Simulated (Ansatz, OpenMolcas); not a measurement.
**Heat of formation of CH4S (methanethiol) from total energies**

CH4S has 6 atoms, charge 0, and is taken as a singlet. As SMILES, `CS`. The coordinates come from a PBE0-D4/def2-TZVP relaxation.

Total energies at M06-L/cc-pVTZ (OpenMolcas 26.06); the atoms run unrestricted:

```tsv
species	state	energy (Eh)
CH4S	singlet	-438.720530
C	triplet	-37.845638
S	triplet	-398.110936
H	doublet	-0.503425
```

Harmonic wavenumbers at PBE0-D4/def2-TZVP, in cm⁻¹: 244, 731, 804, 972, 1099, 1353, 1466, 1481, 2714, 3068, 3158, 3161.

Measured heats of formation of the gaseous atoms at 298.15 K, in kJ/mol: C 716.9, S 277.0, H 218.0. Spin-orbit lowering of the atoms at 298 K (mean of the ground term's levels less their thermal mean, from spectra), in kJ/mol: C 0.02, S 1.88. Take 1 Eh = 2625.50 kJ/mol, 1 cm⁻¹ = 0.0119627 kJ/mol, RT = 2.479 kJ/mol.

Work out the heat of formation of the gas at 298 K.


1. Electronic atomisation energy: (-37.845638) + (-398.110936) + 4 × (-0.503425) − (-438.720530) = 0.750256 Eh = 1969.8 kJ/mol.
2. Zero-point energy: half the sum of the wavenumbers, 10125.5 cm⁻¹ = 121.1 kJ/mol.
3. Thermal vibrational enthalpy, Σ hcν̃/(exp(hcν̃/kT) − 1): 2.0 kJ/mol. Translation, rotation and pV of a non-linear molecule: 4 RT = 9.9 kJ/mol.
4. The 6 free atoms carry 5/2 RT each: 37.2 kJ/mol.
5. Spin-orbit coupling lowers the free atoms by 0.02 + 1.88 = 1.9 kJ/mol.
6. Atomisation enthalpy at 298 K: 1969.8 − 1.9 − 121.1 − 2.0 − 9.9 + 37.2 = 1872.1 kJ/mol.
7. Sum of the atoms' heats of formation: 1865.9 kJ/mol. Heat of formation: 1865.9 − 1872.1 = -6.2 kJ/mol.

The tabulated value is -22.9 kJ/mol (CRC Handbook of Chemistry and Physics), so this level is off by +16.7 kJ/mol, or 0.9 % of the atomisation enthalpy. Anharmonicity and any spin-orbit splitting of the molecule are left out.
